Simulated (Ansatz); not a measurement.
Worked example: correlation energy of InH$_{2}$⁻, singlet

Geometry: a point of a stretch scan, not a stationary point.

```xyz
3

In    0.0000   -0.0212    0.0013
H     0.0000    1.2807   -1.3635
H     0.0000    1.1322    1.2104
```

Basis def2-SVPD with its core potentials; Ansatz 0.2.0. Correlated methods freeze the noble-gas cores and the filled d shells of p-block atoms, which leaves 6 electrons in 39 orbitals. Prefix R: restricted or restricted open-shell reference. No spin–orbit coupling is included; scalar relativity enters through the core potentials alone.

Full CI is exact within this basis and frozen core; it isn't the basis-set limit.

Runs differ by some tens of microhartree through their thresholds, so steps under 0.03 kcal/mol mean nothing.

```
    level  total energy (hartree)
      RHF             -190.323048
     RMP2             -190.398725
    RCCSD             -190.423382
 RCCSD(T)             -190.425500
   RCCSDT             -190.426107
RCCSDT(Q)             -190.426195
  RCCSDTQ             -190.426216
  full CI             -190.426217
```

Q: What is the correlation energy at full CI, and what share of it do RMP2 and RCCSD recover?

A: E(corr) = -190.426217 − (-190.323048) = -0.103169 hartree = -2.807 eV. RMP2: -0.075677 / -0.103169 = 73.35 %. RCCSD: -0.100334 / -0.103169 = 97.25 %.

Q: By how many kcal/mol does RCCSD(T) miss full CI (1 hartree = 627.509 kcal/mol), and which steps make up the rest?

A: -190.425500 − (-190.426217) = 0.000717 hartree = 0.45 kcal/mol. Steps: RCCSDT − RCCSD(T) = -0.38, RCCSDT(Q) − RCCSDT = -0.06, RCCSDTQ − RCCSDT(Q) = -0.01, full CI − RCCSDTQ = 0.00 kcal/mol. That is within 1 kcal/mol of the reference in this basis, which itself misses far more of the correlation at the basis-set limit.
